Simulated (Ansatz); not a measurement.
# BH₃OS: vertical ionisation energy

An exercise on one series of results from a longer session: the logs are not shown, and one member is left open.

Program: Ansatz 0.2.0, Gaussian basis. Level of theory: unrestricted cation, the program's frozen cores in correlated methods. These are calculated values, not measurements.

Levels to be run: UKS PBE-D4/def2-TZVPP; UKS r2SCAN-D4/def2-TZVPP; UKS PBE0-D4/def2-TZVPP; UKS B3LYP-D4/def2-TZVPP; UKS wB97X-V/def2-TZVPP; UKS wB97M-V/def2-TZVPP; UKS B2PLYP/def2-TZVPP; UHF-CCSD(T)/def2-TZVPP; UHF-MP2/def2-QZVPP; extrapolation to the limit; then −ε(HOMO) from the neutral's earlier runs with LDA (SPW92), PBE-D4, revPBE-D4, BLYP-D4, r2SCAN-D4, B97M-V, PBE0-D4, B3LYP-D4, r2SCANh-D4, r2SCAN0-D4, HSE06-D4, BHLYP-D4, CAM-B3LYP-D4, LC-ωPBE, ωB97X-V, ωB97M-V.

**Structure used throughout**

The geometry comes from an earlier relaxation with PBE0-D4 in a triple-zeta def2 set; it is a stationary point.

SMILES `OBS`, 6 atoms, charge 0, spin multiplicity 1.

Atoms are counted from 1 here; the program's logs count them from 0.

Bond lengths: O1–B2 1.351 Å, O1–H4 0.961 Å, B2–S3 1.813 Å, B2–H5 1.193 Å, S3–H6 1.340 Å. Angles: B2–O1–H4 115.3°, O1–B2–S3 121.4°, O1–B2–H5 118.0°, S3–B2–H5 120.6°, B2–S3–H6 96.0°.

Set-up of the first run:

Input file in.yaml:

```yaml
crystal:
  periodic: [false, false, false]
  atoms:
    - {symbol: O, position_ang: [-1.104433, -0.090357, -1.001808]}
    - {symbol: B, position_ang: [0.054637, 0.169675, -0.358106]}
    - {symbol: S, position_ang: [0.336897, -0.392492, 1.342095]}
    - {symbol: H, position_ang: [-1.753104, -0.587079, -0.495385]}
    - {symbol: H, position_ang: [0.894345, 0.783624, -0.941867]}
    - {symbol: H, position_ang: [1.571657, 0.116628, 1.455072]}
basis:
  gaussian: {orbitals: def2-TZVPP}
total_charge: 1
magnetization: {spin_polarized: true, initial_magnetization: 1}
hamiltonian: {xc: pbe, dispersion: d4}
```

Among the steps run: Cation, UKS PBE-D4/def2-TZVPP; Cation, UKS r2SCAN-D4/def2-TZVPP; Cation, UKS PBE0-D4/def2-TZVPP; Cation, UKS B3LYP-D4/def2-TZVPP; Cation, UKS wB97X-V/def2-TZVPP; Cation, UKS wB97M-V/def2-TZVPP; Cation, UKS B2PLYP (frozen core)/def2-TZVPP; Cation, UHF-CCSD(T)/def2-TZVPP; Cation, UHF-MP2/def2-QZVPP.

One table of the session follows, with a row left open; its other results are not shown here.

It belongs to the step «Ionisation energies side by side». For comparison, −ε(HOMO) of the neutral from earlier runs:

```
  functional  −ε(HOMO) (eV)
 LDA (SPW92)           6.81
      PBE-D4           6.67
   revPBE-D4           6.61
     BLYP-D4           6.50
   r2SCAN-D4           6.96
      B97M-V           7.02
     PBE0-D4           7.90
    B3LYP-D4           7.64
  r2SCANh-D4              ?
  r2SCAN0-D4           8.09
    HSE06-D4           7.50
    BHLYP-D4           8.98
CAM-B3LYP-D4           9.22
     LC-ωPBE          10.64
     ωB97X-V          10.26
     ωB97M-V          10.09
```

Estimate the missing values for r2SCANh-D4.

Worked estimate for «−ε(HOMO) (eV)». Against the share of exact exchange, r2SCAN-D4 (0, 6.96), r2SCAN0-D4 (0.25, 8.09) give a slope of 4.52 per unit share; at 0.1 the line stands at 7.41.

**Answer.** −ε(HOMO) (eV): 7.41. In «−ε(HOMO) (eV)» the line misses by 0.00.

To keep in mind: The cation may have settled in a state other than its lowest; no search over hole states beyond the program's own was made.
